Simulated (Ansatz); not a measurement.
System (SMILES): [CH3] (CH3), doublet.
Atoms: C1, H2, H3, H4. Bonds: C1-H2, C1-H3, C1-H4.

Basis-set convergence of the harmonic zero-point energy at HF with Ansatz (an electronic-structure program). Each level at its own minimum, finite differences of forces, unscaled; the reference is a large set that could be run, not a limit. Cartesian d functions, on some or all atoms, in 6-31G*, 6-31+G*; all else is spherical. The program fits the integrals of some runs and decomposes those of others, by size. Open shells are unrestricted. No added dispersion term, no relativity. Reference: the value in aug-pcseg-2, 19.32 kcal/mol, itself unsure by roughly 0.03 kcal/mol (its mean distance from aug-cc-pVTZ, def2-TZVPPD). Deviations are taken from unrounded values.

```json
[
 {"basis": "6-31G*", "functions": "21", "harmonic zero-point energy (kcal/mol)": "19.43"},
 {"basis": "6-31+G*", "functions": "25", "harmonic zero-point energy (kcal/mol)": "19.53"},
 {"basis": "cc-pVDZ", "functions": "29", "harmonic zero-point energy (kcal/mol)": "19.19"},
 {"basis": "aug-cc-pVDZ", "functions": "50", "harmonic zero-point energy (kcal/mol)": "19.28"},
 {"basis": "def2-SVP", "functions": "29", "harmonic zero-point energy (kcal/mol)": "19.25"},
 {"basis": "def2-SVPD", "functions": "44", "harmonic zero-point energy (kcal/mol)": "19.26"},
 {"basis": "pcseg-1", "functions": "29", "harmonic zero-point energy (kcal/mol)": "19.44"},
 {"basis": "aug-pcseg-1", "functions": "50", "harmonic zero-point energy (kcal/mol)": "19.25"},
 {"basis": "6-311G**", "functions": "36", "harmonic zero-point energy (kcal/mol)": "19.21"},
 {"basis": "6-311+G**", "functions": "40", "harmonic zero-point energy (kcal/mol)": "19.27"},
 {"basis": "def2-TZVP", "functions": "49", "harmonic zero-point energy (kcal/mol)": "19.30"},
 {"basis": "def2-TZVPD", "functions": "64", "harmonic zero-point energy (kcal/mol)": "19.29"},
 {"basis": "cc-pVTZ", "functions": "72", "harmonic zero-point energy (kcal/mol)": "19.26"},
 {"basis": "aug-cc-pVTZ", "functions": "115", "harmonic zero-point energy (kcal/mol)": "19.28"},
 {"basis": "pcseg-2", "functions": "72", "harmonic zero-point energy (kcal/mol)": "19.32"},
 {"basis": "aug-pcseg-2", "functions": "115", "harmonic zero-point energy (kcal/mol)": "19.32"},
 {"basis": "def2-TZVPP", "functions": "73", "harmonic zero-point energy (kcal/mol)": "19.30"},
 {"basis": "def2-TZVPPD", "functions": "88", "harmonic zero-point energy (kcal/mol)": "19.29"}
]
```

What the diffuse functions change, pair by pair:
- 6-31G* to 6-31+G*: 4 more functions, deviation 0.11 to 0.21 kcal/mol
- cc-pVDZ to aug-cc-pVDZ: 21 more functions, deviation -0.13 to -0.04 kcal/mol
- def2-SVP to def2-SVPD: 15 more functions, deviation -0.07 to -0.06 kcal/mol
- pcseg-1 to aug-pcseg-1: 21 more functions, deviation 0.12 to -0.07 kcal/mol
- 6-311G** to 6-311+G**: 4 more functions, deviation -0.11 to -0.05 kcal/mol
- def2-TZVP to def2-TZVPD: 15 more functions, deviation -0.02 to -0.03 kcal/mol
- cc-pVTZ to aug-cc-pVTZ: 43 more functions, deviation -0.07 to -0.04 kcal/mol
- pcseg-2 to aug-pcseg-2: 43 more functions, deviation 0.00 to 0.00 kcal/mol
- def2-TZVPP to def2-TZVPPD: 15 more functions, deviation -0.02 to -0.03 kcal/mol

Leaving out the reference's own pair, they bring the value nearer the reference by more than 0.03 kcal/mol in 3 of 8 pairs.
